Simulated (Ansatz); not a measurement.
A calculation with Ansatz (development build ahead of 0.2.0).

```yaml
crystal:
  periodic: [false, false, false]
  atoms:
    - { symbol: Li, position_ang: [1.68, 0.0, 0.0] }
    - { symbol: Li, position_ang: [-0.84, 1.45492, 0.0] }
    - { symbol: Li, position_ang: [-0.84, -1.45492, 0.0] }
basis:
  gaussian: { orbitals: def2-SVP }
magnetization:
  initial_magnetization: 1
hamiltonian:
  xc: pbe0
output:
  forces: true
```

The input is written out in the form of the current development build from the run's settings.

Results

```yaml
Converged: yes
Total_energy: -22.42857 hartree
Spin_squared_of_the_determinant: 0.750
Stability_test: minimum among restricted orbitals
```

Forces (eV/Å):
```
atom      Fx      Fy     Fz
 Li1  -0.061  -0.228  0.000
 Li2  -0.167   0.290  0.000
 Li3   0.228  -0.061  0.000
```
